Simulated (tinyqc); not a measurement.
The integration grid: Kohn-Sham SCAN on finer and finer grids in the sto-3g basis, for H2O, spin multiplicity 3. Computed by the program tinyqc with PySCF. Self-consistent on each grid; the net force on the molecule should vanish.

Geometry (angstrom):
```
atom       x        y       z
O     0.0000   0.0000  0.0000
H     0.0000   0.8000  0.4950
H     0.0000  -0.8000  0.4950
```

Kohn-Sham energy on Becke grids (radial x angular points per atom):
```
grid       points  residual of the electron count  E (hartree)  E - finest (mhartree)  largest net force without grid terms (hartree/bohr)
10 x 14       416                       -4.46e-02   -74.758148             150.848351                                             2.29e-01
15 x 26      1162                        1.46e-02   -74.944641             -35.644853                                             1.85e-02
20 x 50      2990                        1.39e-04   -74.910889              -1.892751                                             4.33e-02
30 x 86      7726                        1.11e-04   -74.911606              -2.610100                                             9.47e-03
50 x 194    29078                        3.99e-06   -74.909363              -0.366473                                             7.17e-02
75 x 302    67852                        2.63e-07   -74.909358              -0.361512                                             2.94e-02
120 x 590  212138                       -3.71e-11   -74.908996               0.000000                                             1.38e-02
```

What does the comparison show, and why?

The energy is within 0.1 mhartree of the finest grid first at 120 x 590. The error has both signs, since quadrature is not variational. The electron count and the net force are cheap signs of a poor grid.
